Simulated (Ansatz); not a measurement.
Reaction (substitution at a C–C bond): `CC1=CC1C` + `OCS` → `CSCO` + `CC1=CC1`

Gas-phase electronic energies from Ansatz, PBE0-D4/def2-TZVP geometries. CCSD(T)/CBS is the MP2 limit (def2-TZVPP, def2-QZVPP) plus CCSD(T) − MP2 in def2-TZVPP, frozen cores. Functionals use def2-TZVPP. One conformer a species, not always the lowest.

```tsv
level	ΔE (eV)
ωB97M-V	-0.05
PBE	-0.08
r2SCAN	-0.08
PBE0	-0.06
MP2/def2-TZVPP	-0.03
CCSD(T)/def2-TZVPP	-0.02
HF/CBS(def2)	-0.01
CCSD/CBS(def2)	-0.02
```

(1) What does CCSD(T)/CBS give? (An estimate is asked.)

Largest T1 diagnostic among the species: 0.011.

Results:

(1) Ansatz gave: -0.04 eV. The listed levels differ from it by -0.01, -0.04, -0.04, -0.02, 0.01, 0.02, 0.03, 0.02 eV.
